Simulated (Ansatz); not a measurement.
A calculation with Ansatz (development build ahead of 0.2.0).

```yaml
crystal:
  periodic: [false, false, false]
  atoms:
    - { symbol: Li, position_ang: [0.0, 0.0, 0.0] }
    - { symbol: B, position_ang: [0.92521, 1.23361, 2.67084] }
basis:
  gaussian: { orbitals: "6-31G" }
hamiltonian:
  xc: hf
correlation:
  method: fci
  frozen_orbitals: { B: 1, Li: 0 }
```

The input is written out in the form of the current development build from the run's settings.

Output:

```
Converged    : yes
Total energy : -32.01338 hartree
State        : lowest singlet root, of any spatial symmetry
```
